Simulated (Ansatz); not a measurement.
# C4H9F: a ladder of functionals and wavefunction methods

How much do the methods differ for C4H9F? The plan is to run it at one geometry with functionals of several rungs and with coupled cluster. The yardstick is the atomisation energy at the CCSD(T) limit.

Computed with Ansatz 0.2.0, Gaussian basis. Level: functionals in def2-TZVPP, the program's frozen cores in correlated methods.

Levels to be run: LDA (SPW92), PBE-D4, revPBE-D4, BLYP-D4, r2SCAN-D4, B97M-V, PBE0-D4, B3LYP-D4, r2SCANh-D4, r2SCAN0-D4, HSE06-D4, BHLYP-D4, CAM-B3LYP-D4, LC-ωPBE, ωB97X-V, ωB97M-V, B2PLYP, PBE-QIDH; CCSD(T)/def2-SVP; CCSD(T)/def2-TZVPP; MP2/def2-QZVPP; extrapolation to the limit; RPA on PBE.

**1. Structure used throughout**

All runs share one geometry, relaxed beforehand with PBE0-D4 in a triple-zeta def2 set.

SMILES `CCCCF`, 14 atoms, charge 0, spin multiplicity 1.

Atoms are counted from 1 here; the program's logs count them from 0.

Bond lengths: C1–C2 1.518 Å, C1–H6 1.094 Å, C1–H7 1.094 Å, C1–H8 1.092 Å, C2–C3 1.520 Å, C2–H9 1.094 Å, C2–H10 1.096 Å, C3–C4 1.506 Å, C3–H11 1.096 Å, C3–H12 1.097 Å, C4–F5 1.387 Å, C4–H13 1.096 Å, C4–H14 1.094 Å. Angles: C2–C1–H6 111.3°, C2–C1–H7 111.1°, C2–C1–H8 111.5°, H6–C1–H7 107.5°, H6–C1–H8 107.7°, H7–C1–H8 107.6°, C1–C2–C3 112.7°, C1–C2–H9 109.9°, C1–C2–H10 109.8°, C3–C2–H9 109.0°, C3–C2–H10 109.1°, H9–C2–H10 106.2°, C2–C3–C4 113.6°, C2–C3–H11 110.1°, C2–C3–H12 110.0°, C4–C3–H11 108.8°, C4–C3–H12 107.7°, H11–C3–H12 106.5° and more.

**2. LDA**

This LDA is Slater exchange with PW92 correlation.

File in.yaml:

```yaml
crystal:
  periodic: [false, false, false]
  atoms:
    - {symbol: C, position_ang: [-1.524739, 0.773681, 0.935533]}
    - {symbol: C, position_ang: [-0.575441, 0.455716, -0.206082]}
    - {symbol: C, position_ang: [0.536951, -0.495366, 0.204844]}
    - {symbol: C, position_ang: [1.504333, -0.808378, -0.906459]}
    - {symbol: F, position_ang: [2.168502, 0.341573, -1.308228]}
    - {symbol: H, position_ang: [-2.001959, -0.132771, 1.319149]}
    - {symbol: H, position_ang: [-0.994366, 1.243555, 1.768516]}
    - {symbol: H, position_ang: [-2.315907, 1.456897, 0.619280]}
    - {symbol: H, position_ang: [-0.130990, 1.379068, -0.588553]}
    - {symbol: H, position_ang: [-1.133703, 0.015393, -1.040621]}
    - {symbol: H, position_ang: [1.094916, -0.078020, 1.050649]}
    - {symbol: H, position_ang: [0.110034, -1.444505, 0.551849]}
    - {symbol: H, position_ang: [0.986067, -1.207736, -1.785219]}
    - {symbol: H, position_ang: [2.263301, -1.528305, -0.585856]}
basis:
  gaussian: {orbitals: def2-TZVPP}
hamiltonian: {xc: lda}
output: {orbitals: {seedname: orbitals}}
```

On the command line:

```sh
$ ansatz run in.yaml --threads 4 --pin off --events-out ev --progress --plain --max-ram 10444MiB
```

After this run come: PBE-D4 (GGA); revPBE-D4 (GGA); BLYP-D4 (GGA); r2SCAN-D4 (meta-GGA); B97M-V (meta-GGA); B3LYP-D4 (hybrid); r2SCANh-D4 (hybrid); r2SCAN0-D4 (hybrid); HSE06-D4 (hybrid); BHLYP-D4 (hybrid); CAM-B3LYP-D4 (range-separated); LC-ωPBE (range-separated); ωB97X-V (range-separated); ωB97M-V (range-separated); B2PLYP (double hybrid); PBE-QIDH (double hybrid); CCSD(T) in def2-SVP; CCSD(T) in def2-TZVPP; MP2 in def2-QZVPP; RPA on PBE orbitals.

Q: Predict the results of all the runs planned. Wanted: atomisation energy, CCSD(T)/CBS; farthest beyond LDA; mean size of error, GGA; mean size of error, meta-GGA; mean size of error, hybrid; mean size of error, range-separated; mean size of error, double hybrid; gap, smallest and largest; T1 diagnostic.

The runs gave:

| quantity | value |
| --- | --- |
| atomisation energy, CCSD(T)/CBS | 56.785 eV |
| functionals within 0.284 eV (0.5 %) | revPBE-D4, BLYP-D4, r2SCAN-D4, B97M-V, B3LYP-D4, r2SCANh-D4, LC-ωPBE, ωB97X-V, ωB97M-V, PBE-QIDH |
| farthest beyond LDA | BHLYP-D4 (-1.316 eV) |
| mean size of error, GGA | 0.504 eV |
| mean size of error, meta-GGA | 0.073 eV |
| mean size of error, hybrid | 0.435 eV |
| mean size of error, range-separated | 0.141 eV |
| mean size of error, double hybrid | 0.302 eV |
| gap, smallest and largest | 7.91 eV (BLYP-D4), 15.18 eV (LC-ωPBE) |
| T1 diagnostic | 0.0094 |
| triples share of the correlation energy | 3.4 % |

What this shows: LDA overbinds by 7.787 eV (14 %). PBE-D4 misses by +1.055 eV. Double hybrids carry the basis error of their MP2 part in triple zeta, and no dispersion term here, so their miss is partly the set-up's. The rungs meta-GGA, range-separated miss on average by less than the doubt on the reference (0.284 eV), so they tie. Misses under about 0.284 eV are within the doubt on the reference itself, which lacks core-valence correlation, relativity and higher excitations. Hartree-Fock recovers 75 % of the binding; the rest is correlation. CCSD(T) in def2-SVP is off by -2.124 eV, which most functionals beat. Orbital gaps span 7.9 to 15.2 eV; exact exchange widens them.
